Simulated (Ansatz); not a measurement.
**Isomers**

Structures of C2H5O, doublet, relaxed at PBE0-D4/def2-TZVP (vibrations not checked; lower isomers may exist, and structures with a doubtful reference or unclear bonds are left out). Ansatz 0.2.0; basis: def2-TZVPP; cores frozen in the correlated methods; orbitals are unrestricted. B3LYP uses VWN-RPA correlation.

**Question.** Rank them by CCSD(T) energy, lowest first, and give each one's height above the lowest. Links in brackets join atoms within 1.22 times the sum of their covalent radii (1.1 for two metals). (Judge from chemistry; the value comes from the calculation.)
A.
a complex of C₂H₃ ([C][CH3]) + H₂O
```
8
angstrom
C 0.8061 0.4499 0.1663
C 0.3683 -0.8807 0.5898
O -0.8712 1.0129 -0.9020
H -0.2859 1.2233 -1.6385
H -0.8868 1.8225 -0.3789
H -0.5020 -0.8931 1.2605
H 0.2074 -1.5995 -0.2256
H 1.2361 -1.2331 1.1714
```
B.
C₂H₅O ([CH3][CH2][O])
```
8
angstrom
C -0.4476 0.5950 -0.2646
C 0.3919 -0.5617 0.2387
O 1.6753 -0.2664 0.5619
H -1.4640 0.2664 -0.4960
H -0.0086 1.0193 -1.1696
H -0.5030 1.3826 0.4893
H 0.4188 -1.3963 -0.4895
H -0.0628 -1.0388 1.1298
```
C.
C₂H₅O ([CH3][CH][OH])
```
8
angstrom
C -0.3452 0.6084 -0.1865
C 0.3900 -0.5180 0.4284
O 1.6787 -0.3302 0.8317
H -1.3265 0.2806 -0.5334
H 0.1909 1.0125 -1.0547
H -0.5024 1.4452 0.5136
H 2.0704 0.3799 0.3144
H -0.1155 -1.2619 1.0315
```
D.
C₂H₅O ([CH2][CH2][OH])
```
8
angstrom
C -0.5822 0.2106 -0.7885
C 0.2635 0.2562 0.4213
O 0.4945 -1.0187 0.9886
H -1.3884 -0.5109 -0.8479
H -0.5166 0.9831 -1.5442
H -0.2243 0.8377 1.2174
H 1.2104 0.7732 0.2041
H 0.8353 -1.5883 0.2934
```

**Answer.** The calculation gives: C (0.0 kJ/mol), D (29.3 kJ/mol), B (41.1 kJ/mol), A (311.1 kJ/mol). Heights count from the lowest.

**Question.** Do PBE-D4, r2SCAN-D4, PBE0-D4, B3LYP-D4, wB97M-V, HF, MP2 give the same order? (A judgement: the text doesn't fix the answer.)

**Answer.** The calculation gives: Lowest first: HF B < C < D < A. The others agree with CCSD(T).

The T1 diagnostic stays at or below 0.019. ⟨S²⟩ of the unrestricted Hartree–Fock references: 0.76 to 0.78 (a pure state has 0.75).

For scale, one of the runs: CCSD(T)/def2-TZVPP, 163 basis functions, launched by `ansatz run in.yaml --threads 2 --pin off --events-out ev --progress --plain --max-ram 4352MiB`. Hardware: 2 CPU threads of an Arm Neoverse V1, shared host. Wall time 110 s; peak host memory 3.2 GiB.
